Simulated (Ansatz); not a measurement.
**Relaxing FeBr**

Theory: DFT PBE, scalar-relativistic, plane waves, PAW (Ansatz 0.2.0). Cutoff 420 eV, Γ-centred k mesh, Gaussian smearing, collinear spin, first started from parallel moments.

The start puts FeBr on the wurtzite structure type (P6_3mc, No. 186), with Fe in place of Zn, Br in place of O, at a guessed volume.

```xyz
4
Lattice="4.0062 0.0000 0.0000 -2.0031 3.4695 0.0000 0.0000 0.0000 6.4158" Properties=species:S:1:pos:R:3 pbc="T T T"
Fe    0.0000    2.3130    0.0000
Fe    2.0031    1.1565    3.2079
Br    0.0000    2.3130    2.4515
Br    2.0031    1.1565    5.6593
```

Cell and atoms relax at zero pressure; the relaxation can't lower the symmetry of the start.

The zero of energy is the elements' standard structures at the same level; no fitted shifts are applied.

(1) What does it relax into?

(2) What are its volume, energy, gap and moment?

Answers

(1) It keeps P6_3mc (No. 186). The result has the wurtzite structure. Conventional cell: a = 4.077 Å, c = 6.618 Å. Fe is coordinated by 4 Br at 2.49–2.50 Å; Br is coordinated by 4 Fe at 2.49–2.50 Å.

Space group P6_3mc (No. 186). a = 4.077 Å, b = 4.077 Å, c = 6.618 Å, α = 90.00°, β = 90.00°, γ = 120.00°
| atom | site | symmetry | x | y | z |
| --- | --- | --- | --- | --- | --- |
| Fe | 2b | 3m. | 0.3333 | 0.6667 | 0.0023 |
| Br | 2b | 3m. | 0.3333 | 0.6667 | 0.3798 |

(2) The volume per atom is 23.81 Å³ and the density is 4.73 g/cm³. The energy over the elements is 0.40 eV/atom, the gap on the 12×12×8 mesh is 0 eV (a metal) and the net moment per atom is 1.51 μB. The largest site moment is 2.72 μB.

The final run used a 12×12×8 mesh on its 4-atom cell and 0.10 eV smearing. The k mesh leaves about 4 meV/atom of noise in metals. Symmetry constrained the relaxation, so the result can be a saddle point.

Cost: 3 runs of about 8.9 core-minutes in all, on Intel Xeon Platinum 8259CL (Skylake/Cascade Lake) (shared hosts).